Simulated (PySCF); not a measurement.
Compound: cyclopropane, C3H6.
SMILES: `C1CC1`

A linear-response calculation (PySCF, def2-SVPD basis, gas phase, vertical, core orbitals frozen in the response) gave these numbers; the functional is withheld.

Orbital energies (eV): HOMO-3 -10.08, HOMO-2 -10.08, HOMO-1 -8.45, HOMO -8.45, LUMO 1.07, LUMO+1 1.67, LUMO+2 1.67.

```tsv
state	E (eV)	f	main configurations (H = HOMO, L = LUMO)
S1	8.18	0.0011	H-1/H→L (≥94%)
S2	8.18	0.0011	H-1/H→L (≥94%)
S3	8.80	0.0000	H-1/H→L+1/L+2 (≥89%)
S4	8.88	0.0000	H-1/H→L+1/L+2 (≥89%)
S5	8.91	0.097	H-1/H→L+1/L+2 (≥90%)
S6	8.91	0.097	H-1/H→L+1/L+2 (≥90%)
```

Triplets, Tamm–Dancoff:

```json
{"state": "T1", "E (eV)": "7.98", "λ (nm)": "155.4", "main configurations (H = HOMO, L = LUMO)": "H-1/H→L (≥95%)"}
{"state": "T2", "E (eV)": "7.98", "λ (nm)": "155.4", "main configurations (H = HOMO, L = LUMO)": "H-1/H→L (≥95%)"}
{"state": "T3", "E (eV)": "8.61", "λ (nm)": "144.0", "main configurations (H = HOMO, L = LUMO)": "H-1/H→L+1/L+2 (≥88%)"}
```

Vertical ionisation energy by ΔSCF with the same functional: 10.87 eV. Mean static polarisability: 35.7 au.

Orbitals of the list HOMO-3 to LUMO+2 that lie within 0.01 eV of each other are written together with a slash and their weights summed (≥ marks a lower bound); for degenerate orbitals outside that list single weights are arbitrary.

**Question.** Which of these was used?
A. CAM-B3LYP
B. PBE0
C. HF
D. PBE

**Answer.** B. PBE0 is a global hybrid with 25% exact exchange. In this run −ε(HOMO) = 8.45 eV differs from the ΔSCF value by -2.43 eV, and S1 differs from the orbital gap of 9.52 eV by -1.34 eV. The ratio −ε(HOMO)/IP is 0.78. Small neutral molecules mostly give 0.7 to 0.83 with PBE0, 0.5 to 0.7 with PBE, 0.85 to 0.93 with CAM-B3LYP; Hartree–Fock can't fall below 1, since the ion's relaxation only lowers the ΔSCF value.

The calculation used TDDFT PBE0/def2-SVPD, vertical, gas phase, core orbitals frozen in the response (PySCF). Isolated species at its PBE0-D3(BJ)/def2-SVP geometry, gas phase.

Time: 8.0 s of wall time; peak memory 0.50 GiB. Hardware: one thread, AMD EPYC 9R45 (x86_64), no GPU, shared host.
